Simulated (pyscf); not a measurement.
**Four-centre exchange: `[OH][Zn][Cl]` + `[SeH2]` -> `[OH2]` + `[Cl][Zn][SeH]`**

Gas phase, singlet surface, charge 0. Bonds broken: O1–Zn2, Se5–H6. Bonds formed: O1–H6, Zn2–Se5. Optimised with ωB97X-D3(BJ)/def2-SVP in PySCF.

Transition state (Å):

```xyz
7

O     -1.0867     0.3747     1.1431
Zn     0.3627     0.2100    -0.0082
Cl     2.1160     1.0561    -0.8573
H     -1.3752     1.1297     1.6662
Se    -0.8930    -2.0102    -0.4165
H     -1.5301    -0.9707     0.5753
H     -1.6041    -1.4731    -1.5815
```

One imaginary mode, 408i cm⁻¹; descent along it reached the two sides named, in the forms told below.

| bond | change | reactant side (Å) | saddle | product side |
|---|---|---|---|---|
| O1–Zn2 | breaks | 1.812 | 1.858 | 2.117 |
| Se5–H6 | breaks | 1.475 | 1.572 | 4.0 |
| O1–H6 | forms | 2.142 | 1.526 | 0.966 |
| Zn2–Se5 | forms | 2.7 | 2.583 | 2.287 |

Electronic energies relative to the separated reactants (eV):

```
level                   barrier  reaction energy  reverse barrier
----------------------  -------  ---------------  ---------------
ωB97X-D3(BJ)/def2-TZVP    -0.38            -0.90             0.52
PBE/def2-TZVP             -0.30            -0.77             0.46
r²SCAN/def2-TZVP          -0.37            -0.77             0.40
B3LYP-D3(BJ)/def2-TZVP    -0.26            -0.79             0.52
PBE0-D3(BJ)/def2-TZVP     -0.37            -0.87             0.50
M06-2X/def2-TZVP          -0.38            -0.87             0.49
ωB97M-D3(BJ)/def2-TZVP    -0.21            -0.79             0.58
HF/def2-TZVP               0.19            -0.86             1.04
```

With ωB97M-D3(BJ)/def2-TZVP energies and thermal terms (ideal gas, 1 atm, RRHO with modes under 100 cm⁻¹ raised to 100, one conformer, R ln 2 for chiral ones without a mode under 150 cm⁻¹), in eV:

```json
[
 {"T (K)": "298", "ΔH‡": "-0.21", "ΔG‡": "0.24", "ΔH": "-0.69", "ΔG": "-0.68"},
 {"T (K)": "600", "ΔH‡": "-0.19", "ΔG‡": "0.69", "ΔH": "-0.69", "ΔG": "-0.68"},
 {"T (K)": "900", "ΔH‡": "-0.16", "ΔG‡": "1.13", "ΔH": "-0.70", "ΔG": "-0.67"},
 {"T (K)": "1200", "ΔH‡": "-0.13", "ΔG‡": "1.55", "ΔH": "-0.70", "ΔG": "-0.66"}
]
```

On the reactant side the descent ends in an adduct with a Se–Zn contact, 0.57 eV under the separated species and 0.19 eV under the saddle at ωB97X-D3(BJ)/def2-TZVP. On the product side the descent ends in an adduct with a O–Zn contact (not fully relaxed), 0.68 eV under the separated species and 1.20 eV under the saddle at ωB97X-D3(BJ)/def2-TZVP. At ωB97X-D3(BJ)/def2-TZVP, PBE, r²SCAN, B3LYP-D3(BJ), PBE0-D3(BJ), M06-2X, ωB97M-D3(BJ) the saddle lies under the separated reactants, which points to a path from their complex (located at ωB97X-D3(BJ) alone). What is counted as formed (Se–Zn) is already present as a longer contact in the reactant adduct; forming that adduct is a step of its own. What is counted as broken (O–Zn) persists as a longer contact in the product adduct; parting that adduct is a step of its own. This is the saddle that the search found; another between the same sides may lie lower. Elements up to Kr have no core potential and no relativistic terms here.
